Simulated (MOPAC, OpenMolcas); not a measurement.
## C2H7Al (SMILES [CH3][AlH][CH3]): methods side by side

C2H7Al: 10 atoms, total charge 0, spin state singlet. SMILES: `[CH3][AlH][CH3]`. The shape is that of a PBE0-D4/def2-TZVP optimisation.

Each level gives the dipole moment (D). The values are calculated.

```
          level            kind     program  value (D)   CPU time
            AM1  semi-empirical       MOPAC       0.36  under 2 s
            PM3  semi-empirical       MOPAC       0.43  under 2 s
   HF/def2-SVPD    Hartree–Fock  OpenMolcas       0.61       31 s
SVWN5/def2-SVPD             LDA  OpenMolcas       0.72       71 s
 BLYP/def2-SVPD             GGA  OpenMolcas       0.67       95 s
 TPSS/def2-SVPD        meta-GGA  OpenMolcas       0.66    1.8 min
BHLYP/def2-SVPD   global hybrid  OpenMolcas       0.62       88 s
```

The values span 0.36 to 0.72 D. Magnitudes only. Times are those of the runs behind each value, whatever else they computed, on shared processors of several kinds: orders of magnitude only.
